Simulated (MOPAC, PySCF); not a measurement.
CCl4, SMILES `ClC(Cl)(Cl)Cl`, neutral singlet in the gas phase. 

Cartesian coordinates (Å):
SMILES: ClC(Cl)(Cl)Cl
```xyz
5

Cl     1.3892    -0.9550     0.5152
C     -0.0001     0.0000    -0.0002
Cl     0.5557     1.3942    -0.9251
Cl    -1.0534    -0.9915    -1.0078
Cl    -0.8918     0.5523     1.4167
```
Charge 0, spin multiplicity 1.

All levels are single points at this geometry (PBE0-D4/def2-TZVP); Pople sets use spherical d functions. Orbital energies aren't observables, and empty levels follow the basis.

HF/6-31G* in PySCF gives dipole (D) = 0.00.

Estimate the dipole (D) from each of these levels: B3LYP-D3(BJ)/def2-TZVP in PySCF; PBE-D3(BJ)/def2-TZVP in PySCF; PBE0-D4/def2-TZVP in PySCF; B3LYP/3-21G in PySCF; B3LYP/LANL2DZ in PySCF; M06-2X/6-31G* in PySCF; SVWN5/6-31G* in PySCF; HF/3-21G in PySCF; AM1 in MOPAC; PM3 in MOPAC; PM6 in MOPAC; PM7 in MOPAC.


| level | dipole (D) |
|---|---|
| B3LYP-D3(BJ)/def2-TZVP in PySCF | 0.00 |
| PBE-D3(BJ)/def2-TZVP in PySCF | 0.00 |
| PBE0-D4/def2-TZVP in PySCF | 0.00 |
| B3LYP/3-21G in PySCF | 0.00 |
| B3LYP/LANL2DZ in PySCF | 0.00 |
| M06-2X/6-31G* in PySCF | 0.00 |
| SVWN5/6-31G* in PySCF | 0.00 |
| HF/3-21G in PySCF | 0.00 |
| AM1 in MOPAC | 0.00 |
| PM3 in MOPAC | 0.00 |
| PM6 in MOPAC | 0.00 |
| PM7 in MOPAC | 0.00 |
